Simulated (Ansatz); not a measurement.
# What a trial cell of AsP2 relaxes into

Computed with DFT PBE, scalar-relativistic, plane waves, PAW (Ansatz). Cutoff 420 eV, Γ-centred k mesh, Gaussian smearing, no spin polarisation in the final step.

The start is a random cell of AsP2 with space group P-4m2 (No. 115), drawn with lower limits on the distances.

```
P As
1.0
     5.29127    0.00000    0.00000
     0.00000    5.29127    0.00000
     0.00000    0.00000    4.26475
P As
4 2
Direct
  0.00000 0.15412 0.12500
  0.00000 0.84588 0.12500
  0.15412 0.00000 0.87500
  0.84588 0.00000 0.87500
  0.00000 0.50000 0.00392
  0.50000 0.00000 0.99608
```

Steps on the 4×4×4 mesh (6 atoms). 12 of 24 steps are shown, and the free energy counts from the last. Trial steps that were taken back and renewals of the plane-wave basis can be among the rows.

```tsv
step	ΔF (meV/atom)	V (Å³/atom)	P (GPa)	largest force component (eV/Å)
1	7170.9	19.90	145.91	41.432
3	1219.8	24.70	30.49	6.833
5	309.6	27.82	3.75	2.015
7	84.3	30.40	0.25	0.651
9	68.0	29.96	-0.41	0.073
11	64.1	28.88	0.10	0.121
14	50.8	25.89	-0.41	0.165
16	32.1	24.79	0.48	0.241
18	22.0	25.03	-0.02	0.105
20	20.9	24.91	-0.01	0.050
22	2.5	24.91	0.96	0.008
24	0.0	25.43	0.07	0.005
```

The cell was then made exact in the group found at 0.06 Å. A final relaxation ran on a 6×6×10 mesh. The relaxed crystal, P4/mmm (No. 123):

Space group P4/mmm (No. 123). a = 6.353 Å, b = 6.353 Å, c = 3.819 Å, α = 90.00°, β = 90.00°, γ = 90.00°
```tsv
atom	site	symmetry	x	y	z
P	4l	m2m.	0.0000	0.2448	0.0000
As	2e	mmm.	0.0000	0.5000	0.5000
```

```yaml
Volume_per_atom: 25.69 Å³
Density: 2.95 g/cm³
Energy_over_the_elements: 0.29 eV/atom
Gap_on_the_6×6×10_mesh: 0 eV (a metal)
```

Energies over the elements count from the elements' standard structures at the same level, with no empirical corrections.

The final run used a 6×6×10 mesh on its 6-atom cell and 0.10 eV smearing. The k mesh leaves about 4 meV/atom of noise in metals.

A structure relaxed within its symmetry needn't be a true minimum.

Cost: 2 runs of about 2 core-minutes in all, on Intel Xeon 6975P-C (Granite Rapids) (shared hosts).